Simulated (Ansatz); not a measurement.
# BeNa (doublet): wave-function methods side by side, def2-QZVPP

One table from this session's results is given with a row withheld; the runs are named, their logs left out.

Method: def2-QZVPP, core rule «outside noble gas», up to 6 orbitals frozen; program: Ansatz 0.2.0, Gaussian basis.

The runs, in order: UHF; ROHF; CCSD(T) on UHF.

2 further runs of the same task are left out: 2 set aside as unsound or not needed.

### What is computed

The geometry is a PBE0/def2-TZVP stationary point (not a proven minimum).

2 atoms, charge 0, spin multiplicity 2.

Atoms are counted from 1 here; the program's logs count them from 0.

No contacts short enough for the rule that draws bonds.

The first run:

The input, in.yaml:

```yaml
crystal:
  periodic: [false, false, false]
  atoms:
    - {symbol: Be, position_ang: [0.000000, 0.000000, 0.000000]}
    - {symbol: Na, position_ang: [0.000000, 0.000000, 2.901000]}
basis:
  gaussian: {orbitals: "def2-QZVPP.json"}
magnetization: {spin_polarized: true, initial_magnetization: 1}
hamiltonian: {xc: hf}
output: {orbitals: {seedname: orbitals}}
```

Command:

```console
> ansatz run in.yaml --threads 1 --pin off --events-out ev --progress --plain --max-ram 2393MiB
```

Among the steps run: UHF; ROHF; CCSD(T) on UHF.

One table of the session follows, with a row left open; its other results are not shown here.

| method | from UCCSD(T) (meV) |
| --- | --- |
| ROHF | +1506.5 |
| UHF | +1324.4 |
| UMP2 | ? |
| UCCSD | +29.7 |
| UCCSD(T) | 0 |

Q: Estimate the row for UMP2 from the others.

**Answer.** from UCCSD(T) (meV): +583.5. In the column «from UCCSD(T) (meV)» it lies between UCCSD (+29.7) and UHF (+1324.4).
